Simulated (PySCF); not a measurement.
**H2S2 at RI-MP2/6-31G (sfX2C, density fitting with def2-universal-jkfit)**

Aim: the vertical singlet–triplet gap of H2S2 at RI-MP2/6-31G (sfX2C, density fitting with def2-universal-jkfit), from 2 runs. 

The calculation is run with PySCF 2.14.0.

4 further runs of the same task are left out: 4 set aside as unsound or not needed.

## Step 1: Starting point

H2S2: 4 atoms, total charge 0, spin state singlet. Geometry: relaxed at GFN2-xTB.

Bond lengths: S1–S2 2.045 Å, S1–H3 1.340 Å, S2–H4 1.340 Å. Angles: S1–S2–H4 98.2°, S2–S1–H3 98.1°.

## Step 2: The energy at RI-MP2/6-31G (sfX2C, density fitting with def2-universal-jkfit)

File input.py:

```python
from pyscf import gto, mp

mol = gto.M(
    atom='''
S
S 1 2.045302
H 1 1.339774 2 98.09434
H 2 1.339902 1 98.16985 3 -95.97179
''',
    verbose=4,
    basis='6-31g',
    spin=0,
    max_memory=1860,
)

mf = mol.RHF()
mf = mf.x2c()
mf = mf.density_fit(auxbasis='def2-universal-jkfit')
mf.kernel()

pt = mp.MP2(mf, frozen=10).density_fit().run()
e_final = pt.e_tot
print('Final energy', e_final)
```

On the command line:

```bash
$ OMP_NUM_THREADS=1 python input.py
```

The program printed:

```text
PySCF version 2.14.0

[INPUT] num. atoms = 4
[INPUT] num. electrons = 34
[INPUT] charge = 0
[INPUT] spin (= nelec alpha-beta = 2S) = 0
[INPUT] symmetry False subgroup None
[INPUT] Mole.unit = angstrom
[INPUT] Symbol           X                Y                Z      unit          X                Y                Z       unit  Magmom
[INPUT]  1 S      0.000000000000   0.000000000000   0.000000000000 AA    0.000000000000   0.000000000000   0.000000000000 Bohr   0.0
[INPUT]  2 S      2.045302000000   0.000000000000   0.000000000000 AA    3.865060622025   0.000000000000   0.000000000000 Bohr   0.0
[INPUT]  3 H     -0.188644776144   0.000000000000   1.326426597860 AA   -0.356486961742   0.000000000000   2.506582994293 Bohr   0.0
[INPUT]  4 H      2.235712896765   1.319106001663  -0.137987015240 AA    4.224885068043   2.492749072413  -0.260757667549 Bohr   0.0

nuclear repulsion = 85.5583542705761
number of shells = 18
number of NR pGTOs = 100
number of NR cGTOs = 30
basis = 6-31g
ecp = {}

******** <class 'pyscf.df.df_jk.DFsfX2C1eRHF'> ********
method = DFsfX2C1eRHF
initial guess = minao
damping factor = 0
level_shift factor = 0
DIIS = <class 'pyscf.scf.diis.CDIIS'>
diis_start_cycle = 1
diis_space = 8
diis_damp = 0
SCF conv_tol = 1e-09
SCF conv_tol_grad = None
SCF max_cycles = 50
direct_scf = False

******** <class 'pyscf.x2c.sfx2c1e.SpinFreeX2CHelper'> ********
approx = 1e
xuncontract = 1
Set gradient conv threshold to 3.16228e-05
Initial guess from minao.
******** <class 'pyscf.df.df.DF'> ********
auxbasis = def2-universal-jkfit
init E= -798.149537737957
  HOMO = -0.276794317020172  LUMO = 0.00731165714498938  gap/eV = 7.73092
cycle= 1 E= -797.995800259865  delta_E= 0.154  |g|= 0.199  |ddm|= 2.01
  HOMO = -0.396270654487007  LUMO = 0.0853451468386806  gap/eV = 13.10543
cycle= 2 E= -798.015505557755  delta_E= -0.0197  |g|= 0.0291  |ddm|= 0.474
  HOMO = -0.390495811899863  LUMO = 0.0930900228965115  gap/eV = 13.15904
cycle= 3 E= -798.016065851472  delta_E= -0.00056  |g|= 0.00594  |ddm|= 0.109
  HOMO = -0.392246991061992  LUMO = 0.0914107296728645  gap/eV = 13.16100
cycle= 4 E= -798.016092202893  delta_E= -2.64e-05  |g|= 0.00114  |ddm|= 0.0252
  HOMO = -0.391885594643649  LUMO = 0.0918239965780485  gap/eV = 13.16241
cycle= 5 E= -798.016093148296  delta_E= -9.45e-07  |g|= 0.000301  |ddm|= 0.0037
  HOMO = -0.391970803647745  LUMO = 0.0917653785584979  gap/eV = 13.16313
cycle= 6 E= -798.016093242507  delta_E= -9.42e-08  |g|= 7.05e-05  |ddm|= 0.00127
  HOMO = -0.391961049412154  LUMO = 0.0917758799813807  gap/eV = 13.16315
cycle= 7 E= -798.016093249558  delta_E= -7.05e-09  |g|= 2e-05  |ddm|= 0.000345
  HOMO = -0.391961044631858  LUMO = 0.0917750863446907  gap/eV = 13.16313
cycle= 8 E= -798.016093250283  delta_E= -7.25e-10  |g|= 4.02e-06  |ddm|= 0.00013
  HOMO = -0.39196095780713  LUMO = 0.0917750305678998  gap/eV = 13.16313
Extra cycle  E= -798.016093250305  delta_E= -2.21e-11  |g|= 2.16e-06  |ddm|= 1.54e-05
converged SCF energy = -798.016093250305

******** <class 'pyscf.mp.dfmp2.DFRMP2'> ********
nocc = 7, nmo = 20
frozen orbitals 10
mem_avail = 1728.00  mem_blk = 0.01  auxlen = 270

E(DFRMP2) = -798.121635116721  E_corr = -0.105541866415951
E(SCS-DFRMP2) = -798.126731742543  E_corr = -0.110638492237674
E_corr(same-spin) = -0.0184750932247696
E_corr(oppo-spin) = -0.0870667731911811
Final energy -798.1216351167213
```

Wall time 0.81 s (1 thread of AMD EPYC 7B13 (Zen 3), shared host); peak memory 0.12 GiB.

## Step 3: The triplet

File job.py:

```python
from pyscf import gto, scf, mp

system = gto.M(
    atom='''
S
S 1 2.045302
H 1 1.339774 2 98.09434
H 2 1.339902 1 98.16985 3 -95.97179
''',
    verbose=4,
    spin=2,
    max_memory=1860,
    basis='6-31g',
)

mf = scf.UHF(system)
mf = mf.sfx2c1e()
mf = mf.density_fit(auxbasis='def2-universal-jkfit')
mf.kernel()
if not mf.converged:
    mf = mf.newton().run(mf.mo_coeff, mf.mo_occ)

pt = mp.MP2(mf, frozen=10).density_fit().run()
energy = pt.e_tot
print('E(%s) = %.9f' % ('RI-MP2', energy))
```

On the command line:

```bash
$ OMP_NUM_THREADS=1 python job.py
```

The program printed:

```text
PySCF version 2.14.0

[INPUT] num. atoms = 4
[INPUT] num. electrons = 34
[INPUT] charge = 0
[INPUT] spin (= nelec alpha-beta = 2S) = 2
[INPUT] symmetry False subgroup None
[INPUT] Mole.unit = angstrom
[INPUT] Symbol           X                Y                Z      unit          X                Y                Z       unit  Magmom
[INPUT]  1 S      0.000000000000   0.000000000000   0.000000000000 AA    0.000000000000   0.000000000000   0.000000000000 Bohr   0.0
[INPUT]  2 S      2.045302000000   0.000000000000   0.000000000000 AA    3.865060622025   0.000000000000   0.000000000000 Bohr   0.0
[INPUT]  3 H     -0.188644776144   0.000000000000   1.326426597860 AA   -0.356486961742   0.000000000000   2.506582994293 Bohr   0.0
[INPUT]  4 H      2.235712896765   1.319106001663  -0.137987015240 AA    4.224885068043   2.492749072413  -0.260757667549 Bohr   0.0

nuclear repulsion = 85.5583542705761
number of shells = 18
number of NR pGTOs = 100
number of NR cGTOs = 30
basis = 6-31g
ecp = {}

******** <class 'pyscf.df.df_jk.DFsfX2C1eUHF'> ********
method = DFsfX2C1eUHF
initial guess = minao
damping factor = 0
level_shift factor = 0
DIIS = <class 'pyscf.scf.diis.CDIIS'>
diis_start_cycle = 1
diis_space = 8
diis_damp = 0
SCF conv_tol = 1e-09
SCF conv_tol_grad = None
SCF max_cycles = 50
direct_scf = False
number electrons alpha = 18  beta = 16

******** <class 'pyscf.x2c.sfx2c1e.SpinFreeX2CHelper'> ********
approx = 1e
xuncontract = 1
Set gradient conv threshold to 3.16228e-05
******** <class 'pyscf.df.df.DF'> ********
auxbasis = def2-universal-jkfit
init E= -798.149537737956
[... the frontier-level lines of each cycle are left out ...]


cycle= 1 E= -797.821790917713  delta_E= 0.328  |g|= 0.154  |ddm|=  3.6
cycle= 2 E= -797.848289863637  delta_E= -0.0265  |g|= 0.0355  |ddm|= 0.774
cycle= 3 E= -797.850446982007  delta_E= -0.00216  |g|= 0.0139  |ddm|= 0.235
cycle= 4 E= -797.850909164071  delta_E= -0.000462  |g|= 0.00567  |ddm|= 0.12
cycle= 5 E= -797.850998976416  delta_E= -8.98e-05  |g|= 0.00291  |ddm|= 0.0331
cycle= 6 E= -797.851029518  delta_E= -3.05e-05  |g|= 0.0013  |ddm|= 0.0204
cycle= 7 E= -797.85103660677  delta_E= -7.09e-06  |g|= 0.000367  |ddm|= 0.0124
cycle= 8 E= -797.851037144343  delta_E= -5.38e-07  |g|= 0.000187  |ddm|= 0.00253
cycle= 9 E= -797.851037425468  delta_E= -2.81e-07  |g|= 0.00021  |ddm|= 0.00168
cycle= 10 E= -797.851037294945  delta_E= 1.31e-07  |g|= 0.000198  |ddm|= 0.000576
cycle= 11 E= -797.8510368702  delta_E= 4.25e-07  |g|= 0.000119  |ddm|= 0.00222
cycle= 12 E= -797.851036738023  delta_E= 1.32e-07  |g|= 4.48e-05  |ddm|= 0.0022
cycle= 13 E= -797.851036737933  delta_E= 9e-11  |g|= 1.38e-05  |ddm|= 0.000874
Extra cycle  E= -797.851036738506  delta_E= -5.72e-10  |g|= 9.95e-06  |ddm|= 0.000104
converged SCF energy = -797.851036738506  <S^2> = 2.0200705  2S+1 = 3.0133506

******** <class 'pyscf.mp.dfump2.DFUMP2'> ********
nocc = (np.int64(8), np.int64(6)), nmo = (20, 20)
frozen orbitals 10
mem_avail = 1741.74  mem_blk = 0.01  auxlen = 270

E(DFUMP2) = -797.95376097105  E_corr = -0.102724232544057
E(SCS-DFUMP2) = -797.95293938998  E_corr = -0.10190265147471
E_corr(same-spin) = -0.0246535702824908
E_corr(oppo-spin) = -0.0780706622615666
E(RI-MP2) = -797.953760971
```

It took 0.75 s on 1 thread of AMD EPYC 7B13 (Zen 3), shared host; peak memory 0.11 GiB.

## Step 4: Results

Level: RI-MP2/6-31G (sfX2C, density fitting with def2-universal-jkfit), 10 core orbitals frozen.

| quantity | value |
| --- | --- |
| singlet: total energy | -798.12164 Eh |
| singlet: dipole moment (Hartree–Fock density) | 1.93 D |
| singlet: HOMO energy (Hartree–Fock orbitals) | -10.67 eV |
| singlet: LUMO energy (Hartree–Fock orbitals) | 2.50 eV |
| singlet: HOMO–LUMO gap (Hartree–Fock orbitals) | 13.16 eV |
| singlet: correlation energy (10 core orbitals frozen) | -105.5 mEh |
| triplet: total energy | -797.95376 Eh |
| triplet: dipole moment (Hartree–Fock density) | 1.53 D |
| triplet: HOMO energy (Hartree–Fock orbitals) (highest over α and β) | -6.26 eV |
| triplet: LUMO energy (Hartree–Fock orbitals) (lowest over α and β) | -1.97 eV |
| triplet: correlation energy (10 core orbitals frozen) | -102.7 mEh |
| triplet: ⟨S²⟩ of the reference determinant | 2.020 |
| vertical energy of the triplet above the singlet | 4.568 eV |

**Reading.** At this shape the triplet lies 4.57 eV (441 kJ/mol) above the singlet. Mulliken charges (triplet) of the mean-field density run from -0.09 on S2 to +0.09 on H3; they depend strongly on the basis.
